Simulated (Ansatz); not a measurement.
Basis-set extrapolation for `CCCCF` (PBE0-D4/def2-TZVP geometry, frozen core, Ansatz 0.2.0). Multiplicity 1, RHF reference.

|  | def2-TZVPP | def2-QZVPP |
| --- | --- | --- |
| HF | -256.255382 | -256.267258 |
| MP2 correlation | -0.951884 | -1.020315 |
| CCSD(T) correlation | -1.035253 | not run |

Energies in hartree. Use E(X) = E(∞) + A·exp(−7.88·√X) for Hartree–Fock and E(X) = E(∞) + B·X^(−2.97) for correlation, with X = 3 and 4, and add CCSD(T) minus MP2 of the smaller set to the MP2 limit.

Problem. What is the CCSD(T) energy at the basis-set limit?

Solution. HF limit: -256.267258 + (-0.011876) × 0.13774 = -256.26889. MP2 limit: -1.020315 + (-0.068431) × 0.74074 = -1.07100. Higher-order term: -1.035253 − (-0.951884) = -0.08337. Total: -257.42326 hartree, 348.2 kJ/mol below CCSD(T)/def2-TZVPP.
